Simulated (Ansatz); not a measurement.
# CH5SSi+: an energy map over bond length S3–H8 and angle C2–S3–H8

A grid of calculations on CH5SSi, SMILES [SiH3]C=[SH+], charge +1, to see where the energy is lowest and how it rises around there.

Computed with Ansatz 0.2.0. Level: RKS B3LYP-D4/def2-TZVP.

## Step 1: The system as given

SMILES `[SiH3]C=[SH+]`, 8 atoms, charge 1, spin multiplicity 1.

Atoms are counted from 1 here; the program's logs count them from 0.

Bond lengths: Si1–C2 1.923 Å, Si1–H4 1.501 Å, Si1–H5 1.500 Å, Si1–H6 1.495 Å, C2–S3 1.646 Å, C2–H7 1.112 Å, S3–H8 1.379 Å. Angles: C2–Si1–H4 102.9°, C2–Si1–H5 103.2°, C2–Si1–H6 106.3°, H4–Si1–H5 112.4°, H4–Si1–H6 115.1°, H5–Si1–H6 115.2°, Si1–C2–S3 130.6°, Si1–C2–H7 118.5°, S3–C2–H7 110.9°, C2–S3–H8 99.6°.

Coordinates:

```xyz
8
CH5SSi
Si   -0.6309    0.8547   -0.2596
C     0.6662   -0.5638   -0.3163
S     1.0862   -1.6782    0.8200
H    -1.5554    0.5091   -1.3904
H     0.1884    2.0788   -0.5447
H    -1.2484    0.8043    1.1008
H     1.2580   -0.7053   -1.2476
H     0.2360   -1.2995    1.8378
```

This geometry comes from a loose relaxation at PBE in a small basis, which is not shown.

## Step 2: The minimum at this level

Contents of input.yaml:

```yaml
crystal:
  periodic: [false, false, false]
  atoms:
    - { symbol: Si, position_ang: [-0.630933, 0.854672, -0.259642] }
    - { symbol: C, position_ang: [0.666213, -0.563766, -0.316282] }
    - { symbol: S, position_ang: [1.08617, -1.678214, 0.819989] }
    - { symbol: H, position_ang: [-1.555422, 0.509106, -1.390385] }
    - { symbol: H, position_ang: [0.188382, 2.078753, -0.544719] }
    - { symbol: H, position_ang: [-1.248444, 0.804315, 1.100831] }
    - { symbol: H, position_ang: [1.257997, -0.705334, -1.247568] }
    - { symbol: H, position_ang: [0.236035, -1.299532, 1.837787] }
total_charge: 1
basis:
  gaussian: { orbitals: def2-TZVP }
hamiltonian:
  xc: { name: B3LYP }
  dispersion: d4
output:
  forces: true
relax:
  f_tol: 0.003
  max_steps: 120
```

On the command line:

```bash
$ ansatz run input.yaml --threads 1 --pin off --max-ram 2560MiB --backend cpu --events-out ev --progress --plain --runs-dir out
```

The log of the run, shortened:

```text
Warning: RAYON_NUM_THREADS=1 ignored (pool sized by the plan → 1); use --threads N
[...]
Functional definition: B3LYP
[...]
932 factors; their error is unknown
[...]
mean field -19824.91008705 eV, -728.5520078925 hartree, gradient 1.5e-5 eV, S^2 0.000000; 0 other end points of the search recorded, 0 dependent functions left out
[...]
reference -19824.91035398 eV, -728.5520177020 hartree; 20, 20 occupied and 115, 115 virtual orbitals, 932 factors
relax step   1: F+E_penalty+E_count = -19825.12707675 eV  Δ(F+E_penalty+E_count) = +0.000e0 eV  max|allowed force component| = 6.253e-1 eV/Å  Δτ_max = 0.0000 Å  (28 SCF iters, accepted)
[...]
relax step   7: F+E_penalty+E_count = -19825.16584163 eV  Δ(F+E_penalty+E_count) = -4.347e-5 eV  max|allowed force component| = 9.168e-3 eV/Å  Δτ_max = 0.0075 Å  (31 SCF iters, accepted)
[...]
relax step   8: F+E_penalty+E_count = -19825.16585132 eV  Δ(F+E_penalty+E_count) = -9.688e-6 eV  max|allowed force component| = 2.033e-3 eV/Å  Δτ_max = 0.0025 Å  (24 SCF iters, accepted)
932 factors; their error is unknown
mean field -19824.94719119 eV, -728.5533714446 hartree, gradient 1.4e-5 eV, S^2 0.000000; 1 other end points of the search recorded, 0 dependent functions left out
[...]
reference -19824.94745645 eV, -728.5533811926 hartree; 20, 20 occupied and 115, 115 virtual orbitals, 932 factors
Total energy: -19825.16611658 eV, -728.5614168040 hartree
Atom 0 at    -0.626616     0.848307    -0.263814 Å, force     0.001076    -0.001816     0.000873 eV/Å
Atom 1 at     0.668493    -0.568159    -0.323338 Å, force    -0.001873     0.000872     0.002033 eV/Å
Atom 2 at     1.069692    -1.652638     0.818796 Å, force     0.000066     0.000100    -0.000004 eV/Å
Atom 3 at    -1.545700     0.511546    -1.366376 Å, force     0.000146    -0.000122    -0.000530 eV/Å
Atom 4 at     0.180347     2.055695    -0.517931 Å, force     0.000512     0.000014    -0.000036 eV/Å
Atom 5 at    -1.224138     0.777619     1.079654 Å, force    -0.000204    -0.000101     0.000077 eV/Å
Atom 6 at     1.249856    -0.711905    -1.235909 Å, force     0.000265     0.000243    -0.001555 eV/Å
Atom 7 at     0.228064    -1.260464     1.808929 Å, force     0.000012     0.000810    -0.000858 eV/Å
Dipole moment:     0.088042    -0.135041     0.065703 e Å
```

It took 32 s on 1 thread of Arm Neoverse V2, shared host; peak memory 0.24 GiB.

Step by step:

```tsv
step	energy from step 1 (eV)	largest force component (eV/Å)
1	0.0000	0.6253
2	-0.0336	0.3319
3	-0.0355	0.1954
4	-0.0385	0.0438
5	-0.0387	0.0309
6	-0.0387	0.0176
7	-0.0388	0.0092
8	-0.0388	0.0020
```

Close pairs (by a distance rule), those that changed most:

```tsv
bond	before (Å)	after (Å)	change (Å)
Si1–H4	1.501	1.474	-0.027
Si1–H5	1.500	1.474	-0.026
Si1–H6	1.495	1.472	-0.023
S3–H8	1.379	1.357	-0.022
C2–H7	1.112	1.092	-0.021
C2–S3	1.646	1.625	-0.021
Si1–C2	1.923	1.920	-0.003
```

## Step 3: Setting up the map

First coordinate, bond length S3–H8: 11 values from 1.195 to 1.697 Å. Second coordinate, angle C2–S3–H8: 11 values from 74.6 to 124.6 °.

Nothing else is relaxed (all other coordinates rigid). Energies count from the relaxed molecule at the same level. Points are written as (first, second).

Below, 3 of the grid's runs; all are launched alike.

## Step 4: Grid point (1.345 Å, 84.6°)

Contents of input.yaml:

```yaml
crystal:
  periodic: [false, false, false]
  atoms:
    - { symbol: Si, position_ang: [-0.968602, 0.806629, 0.500053] }
    - { symbol: C, position_ang: [0.400084, -0.434382, -0.023226] }
    - { symbol: S, position_ang: [1.069692, -1.652638, 0.818796] }
    - { symbol: H, position_ang: [-2.03378, 0.572056, -0.491984] }
    - { symbol: H, position_ang: [-0.309399, 2.117595, 0.357319] }
    - { symbol: H, position_ang: [-1.322154, 0.4415, 1.88158] }
    - { symbol: H, position_ang: [0.827054, -0.355754, -1.024697] }
    - { symbol: H, position_ang: [0.235745, -1.264043, 1.799893] }
total_charge: 1
basis:
  gaussian: { orbitals: def2-TZVP }
hamiltonian:
  xc: { name: B3LYP }
  dispersion: d4
output:
  forces: true
```

On the command line:

```bash
$ ansatz run input.yaml --threads 1 --pin off --max-ram 2560MiB --backend cpu --events-out ev --progress --plain --runs-dir out
```

The log of the run, shortened:

```text
Warning: RAYON_NUM_THREADS=1 ignored (pool sized by the plan → 1); use --threads N
[...]
[... 1 set-up line as earlier in the session ...]
[...]
932 factors; their error is unknown
[...]
mean field -19824.69923085 eV, -728.5442590698 hartree, gradient 3.0e-5 eV, S^2 0.000000; 0 other end points of the search recorded, 0 dependent functions left out
[...]
reference -19824.69949384 eV, -728.5442687345 hartree; 20, 20 occupied and 115, 115 virtual orbitals, 932 factors
Total energy: -19824.92050585 eV, -728.5523907762 hartree
Atom 0 at    -0.968602     0.806629     0.500053 Å, force     0.045025     0.032273    -0.149711 eV/Å
Atom 1 at     0.400084    -0.434382    -0.023226 Å, force     0.463633     0.214677    -1.319963 eV/Å
Atom 2 at     1.069692    -1.652638     0.818796 Å, force    -0.733805     0.577566     0.439759 eV/Å
Atom 3 at    -2.033780     0.572056    -0.491984 Å, force    -0.008543     0.001366     0.013410 eV/Å
Atom 4 at    -0.309399     2.117595     0.357319 Å, force    -0.007642     0.001856     0.014131 eV/Å
Atom 5 at    -1.322154     0.441500     1.881580 Å, force     0.022962    -0.049268     0.041927 eV/Å
Atom 6 at     0.827054    -0.355754    -1.024697 Å, force    -0.114792     0.178757    -0.090976 eV/Å
Atom 7 at     0.235745    -1.264043     1.799893 Å, force     0.333161    -0.957228     1.051423 eV/Å
Dipole moment:     0.112531    -0.120585    -0.009580 e Å
```

It took 3.4 s on 1 thread of Arm Neoverse V2, shared host; peak memory 0.23 GiB.

Energy on the map's scale: 24 kJ/mol.

## Step 5: Point (1.345 Å, 99.6°)

Contents of input.yaml:

```yaml
crystal:
  periodic: [false, false, false]
  atoms:
    - { symbol: Si, position_ang: [-0.626607, 0.848306, -0.263831] }
    - { symbol: C, position_ang: [0.6685, -0.568163, -0.323344] }
    - { symbol: S, position_ang: [1.069692, -1.652638, 0.818796] }
    - { symbol: H, position_ang: [-1.545687, 0.511542, -1.366396] }
    - { symbol: H, position_ang: [0.18036, 2.055691, -0.51795] }
    - { symbol: H, position_ang: [-1.224134, 0.777625, 1.079635] }
    - { symbol: H, position_ang: [1.249866, -0.711914, -1.235912] }
    - { symbol: H, position_ang: [0.235745, -1.264043, 1.799893] }
total_charge: 1
basis:
  gaussian: { orbitals: def2-TZVP }
hamiltonian:
  xc: { name: B3LYP }
  dispersion: d4
output:
  forces: true
```

On the command line:

```bash
$ ansatz run input.yaml --threads 1 --pin off --max-ram 2560MiB --backend cpu --events-out ev --progress --plain --runs-dir out
```

The log of the run, shortened:

```text
Warning: RAYON_NUM_THREADS=1 ignored (pool sized by the plan → 1); use --threads N
[...]
[... 1 set-up line as earlier in the session ...]
[...]
932 factors; their error is unknown
[...]
mean field -19824.94531893 eV, -728.5533026402 hartree, gradient 1.4e-5 eV, S^2 0.000000; 0 other end points of the search recorded, 0 dependent functions left out
[...]
reference -19824.94558417 eV, -728.5533123875 hartree; 20, 20 occupied and 115, 115 virtual orbitals, 932 factors
Total energy: -19825.16424697 eV, -728.5613480972 hartree
Atom 0 at    -0.626607     0.848306    -0.263831 Å, force    -0.000924    -0.001466     0.004317 eV/Å
Atom 1 at     0.668500    -0.568163    -0.323344 Å, force    -0.002015     0.006147    -0.007213 eV/Å
Atom 2 at     1.069692    -1.652638     0.818796 Å, force     0.193331    -0.096375    -0.215812 eV/Å
Atom 3 at    -1.545687     0.511542    -1.366396 Å, force     0.000576    -0.000648    -0.000818 eV/Å
Atom 4 at     0.180360     2.055691    -0.517950 Å, force     0.001120    -0.000356    -0.000236 eV/Å
Atom 5 at    -1.224134     0.777625     1.079635 Å, force    -0.000518     0.000754    -0.000845 eV/Å
Atom 6 at     1.249866    -0.711914    -1.235912 Å, force    -0.001024     0.000999    -0.000310 eV/Å
Atom 7 at     0.235745    -1.264043     1.799893 Å, force    -0.190546     0.090945     0.220918 eV/Å
Dipole moment:     0.088590    -0.135018     0.064556 e Å
```

Run time: 3.4 s. Hardware: 1 thread of Arm Neoverse V2, shared host; peak memory 0.23 GiB.

That is 0.18 kJ/mol from the zero.

## Step 6: Grid point (1.546 Å, 109.6°)

Contents of input.yaml:

```yaml
crystal:
  periodic: [false, false, false]
  atoms:
    - { symbol: Si, position_ang: [-0.332623, 0.781082, -0.735152] }
    - { symbol: C, position_ang: [0.863854, -0.699189, -0.481238] }
    - { symbol: S, position_ang: [1.069692, -1.652638, 0.818796] }
    - { symbol: H, position_ang: [-1.151615, 0.359193, -1.886251] }
    - { symbol: H, position_ang: [0.575527, 1.902266, -1.038074] }
    - { symbol: H, position_ang: [-1.070983, 0.910747, 0.531713] }
    - { symbol: H, position_ang: [1.526685, -0.986668, -1.299432] }
    - { symbol: H, position_ang: [0.111118, -1.205971, 1.94651] }
total_charge: 1
basis:
  gaussian: { orbitals: def2-TZVP }
hamiltonian:
  xc: { name: B3LYP }
  dispersion: d4
output:
  forces: true
```

On the command line:

```bash
$ ansatz run input.yaml --threads 1 --pin off --max-ram 2560MiB --backend cpu --events-out ev --progress --plain --runs-dir out
```

The log of the run, shortened:

```text
Warning: RAYON_NUM_THREADS=1 ignored (pool sized by the plan → 1); use --threads N
[...]
[... 1 set-up line as earlier in the session ...]
[...]
932 factors; their error is unknown
[...]
mean field -19824.55436515 eV, -728.5389353536 hartree, gradient 1.3e-5 eV, S^2 0.000000; 0 other end points of the search recorded, 0 dependent functions left out
[...]
reference -19824.55463215 eV, -728.5389451658 hartree; 20, 20 occupied and 115, 115 virtual orbitals, 932 factors
Total energy: -19824.77121665 eV, -728.5469044994 hartree
Atom 0 at    -0.332623     0.781082    -0.735152 Å, force    -0.023375     0.020959     0.009233 eV/Å
Atom 1 at     0.863854    -0.699189    -0.481238 Å, force    -0.487601     0.181184     0.656278 eV/Å
Atom 2 at     1.069692    -1.652638     0.818796 Å, force    -1.024337     0.224313     1.660424 eV/Å
Atom 3 at    -1.151615     0.359193    -1.886251 Å, force    -0.000187     0.003921    -0.003707 eV/Å
Atom 4 at     0.575527     1.902266    -1.038074 Å, force    -0.001546     0.002611    -0.004047 eV/Å
Atom 5 at    -1.070983     0.910747     0.531713 Å, force     0.002458     0.006177    -0.016549 eV/Å
Atom 6 at     1.526685    -0.986668    -1.299432 Å, force     0.063104    -0.108179     0.066918 eV/Å
Atom 7 at     0.111118    -1.205971     1.946510 Å, force     1.471484    -0.330987    -2.368550 eV/Å
Dipole moment:     0.053037    -0.136554     0.138942 e Å
```

Run time: 3.5 s. Hardware: 1 thread of Arm Neoverse V2, shared host; peak memory 0.23 GiB.

That is 38 kJ/mol from the zero.

## Step 7: The map

121 points were computed. Energies in kJ/mol, from the relaxed molecule at the same level:

```tsv
angle C2–S3–H8 (°) ↓, bond length S3–H8 (Å) →	1.195	1.245	1.295	1.345	1.395	1.446	1.496	1.546	1.596	1.647	1.697
124.6	99	75	61	55	55	60	69	80	93	107	122
119.6	79	55	42	36	37	42	51	62	76	91	106
114.6	63	40	26	21	22	27	36	48	62	78	94
109.6	51	28	15	10	11	17	26	38	52	68	84
104.6	44	21	8	3	4	10	20	32	46	62	79
99.6	41	18	5	0	2	8	18	30	44	60	77
94.6	43	20	7	3	4	10	20	33	47	63	80
89.6	51	28	15	10	12	18	28	40	54	70	87
84.6	64	41	28	24	25	31	41	53	67	83	99
79.6	83	60	48	43	44	50	60	72	85	100	116
74.6	108	85	73	68	69	75	84	96	109	123	138
```

On the same grid, largest force on an atom (eV/Å):

```csv
"angle C2–S3–H8 (°) ↓, bond length S3–H8 (Å) →",1.195,1.245,1.295,1.345,1.395,1.446,1.496,1.546,1.596,1.647,1.697
124.6,8.5,6.2,4.5,3.3,2.6,2.2,2.6,2.9,3.2,3.3,3.4
119.6,8.0,5.7,3.9,2.7,1.9,2.0,2.5,2.9,3.1,3.3,3.5
114.6,7.5,5.2,3.4,2.1,1.3,1.9,2.4,2.8,3.1,3.4,3.5
109.6,7.0,4.6,2.8,1.4,1.1,1.8,2.4,2.8,3.1,3.4,3.5
104.6,6.5,4.1,2.3,0.8,0.9,1.7,2.3,2.8,3.1,3.4,3.5
99.6,6.1,3.6,1.8,0.3,0.8,1.7,2.3,2.8,3.1,3.4,3.5
94.6,6.1,3.6,1.8,0.5,1.3,2.1,2.8,3.2,3.6,3.8,3.9
89.6,6.1,3.7,2.0,1.0,1.7,2.6,3.2,3.6,4.0,4.2,4.3
84.6,6.2,3.9,2.3,1.5,2.1,2.9,3.5,4.0,4.3,4.5,4.6
79.6,6.4,4.2,2.7,2.0,2.3,3.1,3.7,4.2,4.5,4.7,4.7
74.6,6.6,4.5,3.1,2.5,2.5,3.2,3.8,4.3,4.5,4.7,4.8
```

## Step 8: Summary of results

```
                       quantity                                                                         value
                   lowest point                                                 (1.345 Å, 99.6°), 0.18 kJ/mol
         highest computed point                                 (1.697 Å, 74.6°), 138 kJ/mol above the lowest
largest force on an atom (eV/Å)  0.3 at (1.345 Å, 99.6°) to 8.5 at (1.195 Å, 124.6°); 0.3 at the lowest point
        time for the whole task                                              8.2 min on 1 thread, shared host
```

What this shows: The lowest computed point is at (1.345 Å, 99.6°), 0.18 kJ/mol from the relaxed molecule at the same level. The grid is coarse, so the lowest point of the scanned range may lie between grid points; coordinates that were held can hide deeper minima. The grid shows no other well, apart from its symmetry copies. The highest computed point, (1.697 Å, 74.6°), lies 138 kJ/mol above the lowest. Round the minimum the two coordinates are nearly uncoupled.
